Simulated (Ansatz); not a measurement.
This geometry of C₃H₆FNO (12 atoms, charge 0, multiplicity 1) is a first-order saddle point.

The calculation used RKS PBE-D4/def2-SVP (Ansatz 0.2.0).

```xyz
12
Properties=species:S:1:pos:R:3
C 0.050 -0.396 1.763
C 0.327 -0.501 0.290
O 1.227 0.517 -0.285
C -0.094 0.524 -0.697
N -0.297 0.357 -2.062
F -0.873 1.552 -0.185
H 0.942 -0.685 2.357
H -0.777 -1.080 2.042
H -0.240 0.636 2.034
H 0.532 -1.514 -0.108
H -1.232 0.260 -2.445
H 0.511 0.274 -2.670
```

**Question.** Which two structures does it join? (They come from a converged band through this point; their orientation in space is the band's.)

**Answer.** No bond is made or broken. The height of N5 over the plane of its neighbours goes from -0.35 to 0.38 Å.

Image 0:

```xyz
12
Properties=species:S:1:pos:R:3
C 0.038 -0.415 1.723
C 0.361 -0.449 0.255
O 1.244 0.618 -0.254
C -0.066 0.606 -0.696
N -0.254 0.531 -2.094
F -0.882 1.587 -0.184
H 0.925 -0.692 2.329
H -0.768 -1.141 1.952
H -0.299 0.594 2.026
H 0.611 -1.444 -0.168
H -1.221 0.295 -2.338
H 0.388 -0.145 -2.516
```

Image 8:

```xyz
12
Properties=species:S:1:pos:R:3
C 0.016 -0.381 1.748
C 0.383 -0.538 0.299
O 1.305 0.457 -0.264
C 0.000 0.446 -0.726
N -0.199 0.121 -2.082
F -0.744 1.543 -0.291
H 0.868 -0.660 2.400
H -0.834 -1.048 2.000
H -0.275 0.663 1.968
H 0.597 -1.564 -0.059
H -1.201 0.025 -2.282
H 0.161 0.881 -2.677
```

**Question.** How far does it lie above each of them?

**Answer.** 0.082 eV above the first and 0.165 eV above the second. This is the barrier of this one path; another mechanism may lie lower.

Run time: 72 s on 2 threads of Intel(R) Xeon(R) 6975P-C (Granite Rapids), on a shared host, peak memory 0.16 GiB.
